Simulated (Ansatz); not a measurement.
**How basis sets differ on LiH (SMILES [LiH])**

LiH, singlet, SMILES `[LiH]`. Each level relaxes the structure for itself.

Quantity: the harmonic wavenumber, in cm⁻¹. The values are calculated.

Measured value to compare with: Huber and Herzberg, Constants of Diatomic Molecules gives the harmonic wavenumber of the gas as 1406 cm⁻¹.

```csv
level,kind,program,value (cm⁻¹),computed − measured
HF/STO-3G,Hartree–Fock,Ansatz,1868,+462
HF/3-21G,Hartree–Fock,Ansatz,1426,+20
HF/6-31G* (Cartesian functions),Hartree–Fock,Ansatz,1417,+11
HF/cc-pVTZ,Hartree–Fock,Ansatz,1430,+24
```

Nearest: HF/6-31G* (Cartesian functions) (+11 cm⁻¹); farthest: HF/STO-3G (+462 cm⁻¹). Harmonic and unscaled.
